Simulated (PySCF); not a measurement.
Identify the unknown among the candidates.

All candidates are C5H11N.

- Rotational structure: rotational constants A, B, C: 7.200, 1.892, 1.638 GHz [PBE0-D3(BJ)/def2-SVP]
- UV, strongest line: among the 6 lowest singlet transitions: S3 at 7.82 eV (159 nm, f = 0.259) [TDDFT CAM-B3LYP/def2-SVPD]
- UV, first state: lowest singlet excitation: 5.24 eV (236 nm, f = 0.001) [TDDFT CAM-B3LYP/def2-SVPD]
- Polarisability: 73.2 au [CAM-B3LYP/def2-SVPD]
- Dipole: 1.51 D [CAM-B3LYP/def2-SVPD]

Gas-phase values; electronic properties from PySCF, density fitting. Levels stand in brackets. Geometry: PBE0-D3(BJ)/def2-SVP, one conformer, isolated molecule.

Question: Which candidate is it?
A. `CCN=C(C)C`
B. `C=NC(C)(C)C`
C. `C/C=N/C(C)C`

Answer: C. It is `C/C=N/C(C)C`. Numbering: `[CH3:1]/[CH:2]=[N:3]/[CH:4]([CH3:5])[CH3:6]`. Its formula, C5H11N, gives 1 degree of unsaturation: 0 rings and 1 π bond in the structure found. The optimised geometry has point group Cs and is an asymmetric top.

The others, at the same levels:
- `CCN=C(C)C` fails: its computed strongest line among the 6 lowest singlet transitions is S3 at 7.46 eV (166 nm, f = 0.317) (against S3 at 7.82 eV) and dipole moment is 2.10 D (against 1.51 D).
- `C=NC(C)(C)C` fails: its computed lowest singlet excitation is 4.86 eV (255 nm, f = 0.002) (against 5.24 eV), static isotropic polarisability is 70.4 au (against 73.2 au) and rotational constant A is 4.456 GHz (against 7.200 GHz).

Each candidate is one conformer, not necessarily the lowest. The conformers computed, where there is a choice (atom-mapped SMILES and torsion angles):
- `[CH3:1]/[CH:2]=[N:3]/[CH:4]([CH3:5])[CH3:6]`: C2–N3–C4–C5 119°
- `[CH3:1][CH2:2][N:3]=[C:4]([CH3:5])[CH3:6]`: C1–C2–N3–C4 180°
- `[CH2:1]=[N:2][C:3]([CH3:4])([CH3:5])[CH3:6]`: C1–N2–C3–C4 -121°
